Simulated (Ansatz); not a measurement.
**Al2H3Cl: basis-set convergence**

An exercise on one series of results from a longer session: the logs are not shown, and one member is left open.

Computed with Ansatz 0.2.0, Gaussian basis. Level: one geometry, several basis sets.

The runs, in order: PBE0-D4/def2-SVP; ωB97M-V/def2-SVP; PBE0-D4/def2-QZVPP; ωB97M-V/def2-QZVPP; the functionals' def2-TZVPP values are taken from earlier runs.

### The geometry

The geometry comes from an earlier relaxation with PBE0-D4 in a triple-zeta def2 set; it is a stationary point.

SMILES `[AlH2][AlH][Cl]`, 6 atoms, charge 0, spin multiplicity 1.

Atoms are counted from 1 here; the program's logs count them from 0.

Bond lengths: Al1–Al2 2.602 Å, Al1–H4 1.592 Å, Al1–H5 1.590 Å, Al2–Cl3 2.114 Å, Al2–H6 1.588 Å. Angles: Al2–Al1–H4 121.1°, Al2–Al1–H5 121.0°, H4–Al1–H5 117.9°, Al1–Al2–Cl3 116.9°, Al1–Al2–H6 129.0°, Cl3–Al2–H6 114.0°.

As a file:

```xyz
6
Al2ClH3
Al   -0.8936    0.2552   -0.9884
Al    0.8594   -0.4409    0.8036
Cl    1.3065    0.9761    2.3072
H    -1.2799   -0.7226   -2.1843
H    -1.6131    1.6715   -0.9234
H     1.6627   -1.8034    0.9392
```

The first run:

Contents of in.yaml:

```yaml
crystal:
  periodic: [false, false, false]
  atoms:
    - {symbol: Al, position_ang: [-0.893573, 0.255237, -0.988363]}
    - {symbol: Al, position_ang: [0.859361, -0.440896, 0.803590]}
    - {symbol: Cl, position_ang: [1.306493, 0.976144, 2.307152]}
    - {symbol: H, position_ang: [-1.279858, -0.722628, -2.184331]}
    - {symbol: H, position_ang: [-1.613061, 1.671457, -0.923444]}
    - {symbol: H, position_ang: [1.662738, -1.803414, 0.939195]}
basis:
  gaussian: {orbitals: def2-SVP}
hamiltonian: {xc: pbe0, dispersion: d4}
output: {orbitals: {seedname: orbitals}}
```

On the command line:

```bash
ansatz run in.yaml --threads 2 --pin off --events-out ev --progress --plain --max-ram 4352MiB
```

Steps of the session up to this table: PBE0-D4 in def2-SVP; ωB97M-V in def2-SVP; PBE0-D4 in def2-QZVPP; ωB97M-V in def2-QZVPP.

One of the session's tables, all rows but one given; the rest of the session is left out.

It belongs to the step «Density functionals: the series». 

| functional | basis | HOMO (eV) | LUMO (eV) |
| --- | --- | --- | --- |
| PBE0-D4 | def2-SVP | -7.15 | -2.94 |
| PBE0-D4 | def2-TZVPP | -7.18 | -2.96 |
| PBE0-D4 | def2-QZVPP | -7.19 | -2.97 |
| ωB97M-V | def2-SVP | -9.00 | -1.20 |
| ωB97M-V | def2-TZVPP | ? | ? |
| ωB97M-V | def2-QZVPP | -9.10 | -1.34 |

**Question.** Estimate the row for ωB97M-V, def2-TZVPP.

As computed: HOMO (eV): -9.08; LUMO (eV): -1.27. In the column «HOMO (eV)» it lies between ωB97M-V, def2-QZVPP (-9.10) and ωB97M-V, def2-SVP (-9.00).
